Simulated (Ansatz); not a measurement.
Reaction (SMILES): [C-]#[S+] (C-S) → C atom + S atom
B3LYP-D3(BJ)/def2-TZVP geometries, fixed; electronic energies without zero-point terms.
Largest species:
```
C
S 1 1.5320
```

Basis-set convergence of the atomisation energy at PBE with Ansatz (a quantum-chemistry and plane-wave program). All functions are spherical. Open shells are unrestricted. No added dispersion term, no relativity. Functions are those of the species that has most. Reference: the value in aug-cc-pV(5+d)Z, 179.68 kcal/mol, itself unsure by roughly 0.04 kcal/mol (its mean distance from pcseg-4, aug-pcseg-3, aug-cc-pV(Q+d)Z). Deviations are taken from unrounded values.

```tsv
basis	functions	atomisation energy (kcal/mol)	minus reference (kcal/mol)
def2-SVPD	47	178.15	-1.53
aug-pcseg-1	50	176.30	-3.38
aug-cc-pV(D+d)Z	55	177.76	-1.92
def2-TZVPD	83	179.60	-0.08
jun-cc-pV(T+d)Z	87	179.21	-0.47
def2-TZVPPD	88	179.61	-0.07
aug-pcseg-2	96	179.07	-0.61
aug-cc-pV(T+d)Z	101	179.21	-0.47
def2-QZVPPD	142	179.47	-0.21
aug-cc-pV(Q+d)Z	169	179.64	-0.04
aug-pcseg-3	174	179.65	-0.03
aug-cc-pV(5+d)Z	263	179.68	0.00
```

The smallest set listed that lies within 1 kcal/mol of the reference with all its larger relatives (same family, alike in diffuse functions; a set with none counts only in the reference's own line) is def2-TZVPD (83 functions, -0.08 kcal/mol off).
